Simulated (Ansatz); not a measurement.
**Relaxing Ta₃P₂**

Computed with DFT PBE, scalar-relativistic, plane waves, PAW (Ansatz). Cutoff 420 eV, Γ-centred k mesh, Gaussian smearing, no spin polarisation in the final step.

The start puts Ta₃P₂ on the sites of a reported Rb2P3 cell (Fmmm, No. 69), with P in place of Rb, Ta in place of P, at a guessed volume.

```yaml
crystal:
  lattice:
    - [0.00000, 4.16479, 6.31955]
    - [3.89221, 0.00000, 6.31955]
    - [3.89221, 4.16479, 0.00000]
  atoms:
    - { symbol: Ta, position: [0.71970, 0.13330, 0.28030] }
    - { symbol: Ta, position: [0.86670, 0.28030, 0.13330] }
    - { symbol: Ta, position: [0.28030, 0.86670, 0.71970] }
    - { symbol: Ta, position: [0.13330, 0.71970, 0.86670] }
    - { symbol: Ta, position: [0.85190, 0.85190, 0.14810] }
    - { symbol: Ta, position: [0.14810, 0.14810, 0.85190] }
    - { symbol: P, position: [0.71800, 0.28200, 0.71800] }
    - { symbol: P, position: [0.28200, 0.71800, 0.28200] }
    - { symbol: P, position: [0.25000, 0.25000, 0.25000] }
    - { symbol: P, position: [0.75000, 0.75000, 0.75000] }
```

Cell and atoms relax at zero pressure; the relaxation can't lower the symmetry of the start. After a coarse first stage the cell is made exact in the group found at 0.06 Å.

Formation energies are uncorrected and refer to the elements' standard structures at the same level.

Task: Which crystal results?

Result: It keeps Fmmm (No. 69), but not the shape of the type it started on. Conventional cell: a = 5.051 Å, b = 8.930 Å, c = 14.096 Å. Around Ta on Wyckoff site m (4 atoms of the primitive cell) lie 4 P at 2.49–2.55 Å; Ta on Wyckoff site i (2 atoms of the primitive cell) is coordinated by 6 P at 2.71–2.86 Å and 10 Ta at 3.08–3.23 Å; around P on Wyckoff site g (2 atoms of the primitive cell) lie 1 P at 2.19 Å, 4 Ta at 2.55 Å, 2 Ta at 2.86 Å and 1 P at 2.86 Å; around P on Wyckoff site f (2 atoms of the primitive cell) lie 4 Ta at 2.49 Å, 2 P at 2.53 Å and 4 Ta at 2.71 Å.

```cif
data_structure
_symmetry_space_group_name_H-M 'Fmmm'
_symmetry_Int_Tables_number 69
_cell_length_a 5.0508
_cell_length_b 8.9297
_cell_length_c 14.0962
_cell_angle_alpha 90.000
_cell_angle_beta 90.000
_cell_angle_gamma 90.000
_cell_volume 635.77
loop_
_atom_site_label
_atom_site_type_symbol
_atom_site_symmetry_multiplicity
_atom_site_Wyckoff_symbol
_atom_site_fract_x
_atom_site_fract_y
_atom_site_fract_z
_atom_site_occupancy
Ta1 Ta 16 m 0.50000 0.83700 0.89163 1
Ta2 Ta 8 i 0.00000 0.00000 0.81272 1
P1 P 8 g 0.21693 0.00000 0.00000 1
P2 P 8 f 0.75000 0.75000 0.75000 1
```

Task: What are its volume, energy, density and gap?

Result: The volume per atom is 15.89 Å³, the density is 12.64 g/cm³ and the energy over the elements is -0.34 eV/atom. The gap on the 10×10×10 mesh is 0 eV (a metal).

The final run used a 10×10×10 mesh on its 10-atom cell and 0.10 eV smearing. The k mesh leaves about 4 meV/atom of noise in metals. Spin–orbit coupling is left out. Symmetry constrained the relaxation, so the result can be a saddle point. The steps took roughly 9 core-minutes in all.